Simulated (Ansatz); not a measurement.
How methods differ on [BH4]− (SMILES [H][B-]([H])([H])[H])

The species is [BH4]− (5 atoms), meant as a singlet with charge -1. As SMILES, `[H][B-]([H])([H])[H]`. The shape is that of a GFN2-xTB optimisation.

Each level gives the vertical detachment energy (to the doublet neutral) (eV). The values are calculated.

```
          level                    kind  program  value (eV)  CPU time (all runs)
       HF/6-31G            Hartree–Fock   Ansatz        3.51               0.23 s
    B3LYP/6-31G           global hybrid   Ansatz        3.98                1.7 s
  r2SCAN0/6-31G         hybrid meta-GGA   Ansatz        4.10                4.9 s
CAM-B3LYP/6-31G  range-separated hybrid   Ansatz        4.08                2.5 s
  RPA@PBE/6-31G                     RPA   Ansatz        3.19                4.3 s
      MP2/6-31G     perturbation theory   Ansatz        3.86               0.23 s
  BCCD(T)/6-31G   coupled cluster or CI   Ansatz        3.84               0.51 s
   CCSDTQ/6-31G   coupled cluster or CI   Ansatz        3.84                 29 s
      FCI/3-21G      exact in the basis   Ansatz        3.83                 24 s
```

Sets without diffuse functions describe the anion poorly. The values span 3.19 to 4.10 eV. All rows use very small basis sets, so even the best lies far from the true value. CPU times are rough (shared hosts, several kinds of processor): they show what a rung costs within a factor of a few.
